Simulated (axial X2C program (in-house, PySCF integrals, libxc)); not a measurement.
## BN⁻: cheaper levels and CCSD(T), with spin–orbit coupling

Calculated with an in-house all-electron X2C program for linear molecules (integrals from PySCF). Two-component (2c) means X2C with spin–orbit coupling and atomic mean-field two-electron Coulomb and Gaunt terms. Basis: N dyall-av3z [7s7p3d2f], B dyall-av3z [8s7p3d2f] (cores contracted in-house); Gaussian nuclei, density fitting, unrestricted open shells. Masses: N 14.003 u, B 11.009 u.

State: Ω = 1/2 (⟨Sz⟩ = 0.50, ⟨Lz⟩ = 0.00 at HF); fragments N + B-.

```json
{"level": "PBE0", "Re (Å)": "1.273", "ωe (cm⁻¹)": "1741.2", "De (eV)": "7.25"}
{"level": "HF", "Re (Å)": "1.272", "ωe (cm⁻¹)": "1605.2", "De (eV)": "4.03"}
{"level": "CCSD", "Re (Å)": "1.272", "ωe (cm⁻¹)": "1797.7", "De (eV)": "6.65"}
{"level": "r2SCAN0", "Re (Å)": "1.267", "ωe (cm⁻¹)": "1772.2", "De (eV)": "6.84"}
```

Correlated methods: 9 electrons correlated (number of frozen shells: N 1 s; B 1 s), 207 virtual spin orbitals or spinors in MP2, 90 natural virtuals in coupled cluster.

CCSD(T), same Hamiltonian and basis:

Re = 1.276 Å, ωe = 1795.2 cm⁻¹, De = 6.95 eV; T1 = 0.073 (Lee–Taylor normalisation).

(1) Give the differences from CCSD(T) in the columns below.

Occupations by symmetry block were frozen at the best pattern of an incomplete PBE0 search. Dissociation energies refer to the lowest single-determinant-based atoms at the same level and basis. Density functionals use the spin component along the axis (collinear). CCSD and (T) use frozen natural virtuals with an MP2 correction for the truncation; (T) itself is uncorrected, so its De runs slightly low. The 2c atoms are single determinants rather than J levels; their spin–orbit lowering is only partly caught, and De is too large by that part. This holds for PBE0, CCSD, r2SCAN0, CCSD(T). The functionals have no current-density term, which raises determinants with orbital currents, atoms included. The determinant is spin-polarised beyond a pure state at some levels (its spin-free form has ⟨S²⟩ too high), which makes Re and μ there less reliable. The T1 diagnostic is large, a sign of multireference character. Hartree–Fock gets electron affinities wrong, so its lowest charge split need not be the true one.

Answers

(1) 

```csv
level,ΔRe (Å),Δωe (cm⁻¹),ΔDe (eV)
PBE0,-0.003,-54,0.30
HF,-0.004,-190,-2.92
CCSD,-0.004,2,-0.30
r2SCAN0,-0.009,-23,-0.11
```
